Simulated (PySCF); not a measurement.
**C3H3FS (SMILES C=C1SC1F) at TPSSh/cc-pVDZ**

Aim: the vertical ionisation energy of C3H3FS at TPSSh/cc-pVDZ, from 2 runs. 

The calculation is run with PySCF 2.14.0.

### 1 Starting point

C3H3FS: 8 atoms, total charge 0, spin state singlet. As SMILES, `C=C1SC1F`. The shape is that of a PBE0-D4/def2-TZVP optimisation.

Bond lengths: C1–C2 1.318 Å, C2–S3 1.735 Å, C2–C4 1.442 Å, S3–C4 1.820 Å, C4–F5 1.351 Å, C1–H6 1.083 Å, C1–H7 1.082 Å, C4–H8 1.086 Å. Some angles: C1–C2–S3 145.0°, C1–C2–C4 145.8°, S3–C2–C4 69.2°, C2–S3–C4 47.8°, C2–C4–S3 63.0°, C2–C4–F5 119.1°, S3–C4–F5 118.0°, C2–C1–H6 119.8°, C2–C1–H7 121.7°, C2–C4–H8 121.9°.

### 2 A single-point energy at TPSSh/cc-pVDZ

run.py reads:

```python
from pyscf import gto, dft

system = gto.Mole()
system.atom = '''
C       -0.031500       1.391600       0.301800
C        0.314700       0.155900      -0.000300
S        1.613000      -0.867900      -0.524600
C       -0.139400      -1.203000      -0.166100
F       -0.953200      -1.501200      -1.202400
H       -1.053900       1.611100       0.585100
H        0.679900       2.206300       0.267300
H       -0.337300      -1.850000       0.683400
'''
system.max_memory = 1860
system.basis = 'cc-pvdz'
system.verbose = 4
system.build()

mf = dft.RKS(system)
mf.xc = 'tpssh'
mf.conv_tol = 1e-10
mf.grids.level = 8
mf.kernel()
if not mf.converged:
    mf = mf.newton().run(mf.mo_coeff, mf.mo_occ)

e_final = mf.e_tot
print('E = %.10f Eh' % e_final)
```

Started as:

```sh
$ OMP_NUM_THREADS=1 python run.py
```

The log of the run:

```text
PySCF version 2.14.0

[... 79 lines left out ...]
converged SCF energy = -614.130751175278
E = -614.1307511753 Eh
```

Wall time 1.8 min (1 thread of Arm Neoverse V2, shared host); peak memory 0.52 GiB.

### 3 The doublet cation

calc.py reads:

```python
from pyscf import gto, dft

mol = gto.M(
    atom='''
C   -0.031500   1.391600   0.301800
C    0.314700   0.155900  -0.000300
S    1.613000  -0.867900  -0.524600
C   -0.139400  -1.203000  -0.166100
F   -0.953200  -1.501200  -1.202400
H   -1.053900   1.611100   0.585100
H    0.679900   2.206300   0.267300
H   -0.337300  -1.850000   0.683400
''',
    charge=1,
    max_memory=1860,
    verbose=4,
    spin=1,
    basis='cc-pvdz',
)

myscf = dft.UKS(mol, xc='tpssh')
myscf.grids.level = 8
myscf.conv_tol = 1e-10
myscf.kernel()
if not myscf.converged:
    myscf = myscf.newton().run(myscf.mo_coeff, myscf.mo_occ)

etot = myscf.e_tot
print(f'total energy: {etot:.8f} hartree')
```

Started as:

```sh
$ OMP_NUM_THREADS=1 python calc.py
```

The log of the run:

```text
PySCF version 2.14.0

[... 56 lines left out ...]
WARN: HOMO -0.26773193284511 >= LUMO -0.267731932845109
[... 62 lines left out ...]
converged SCF energy = -613.804974106448  <S^2> = 0.76639826  2S+1 = 2.0163316
total energy: -613.80497411 hartree
```

It took 4.2 min on 1 thread of Arm Neoverse V2, shared host; peak memory 0.53 GiB.

### 4 What came out

At TPSSh/cc-pVDZ:

| quantity | value |
| --- | --- |
| singlet C3H3FS: total energy | -614.13075 Eh |
| singlet C3H3FS: dipole moment | 1.43 D |
| singlet C3H3FS: HOMO energy | -6.11 eV |
| singlet C3H3FS: LUMO energy | -0.77 eV |
| singlet C3H3FS: HOMO–LUMO gap | 5.34 eV |
| doublet cation: total energy | -613.80497 Eh |
| doublet cation: HOMO energy (highest over α and β) | -13.80 eV |
| doublet cation: LUMO energy (lowest over α and β) | -11.59 eV |
| doublet cation: ⟨S²⟩ | 0.766 |
| vertical ionisation energy (to the doublet cation) | 8.865 eV |

In words: Removing an electron at fixed nuclei costs 8.86 eV (204 kcal/mol). −ε(HOMO) before ionisation, 6.11 eV, is 2.75 eV below this ionisation energy. Mulliken charges (singlet C3H3FS) run from -0.18 on F5 to +0.20 on C4; they depend strongly on the basis.
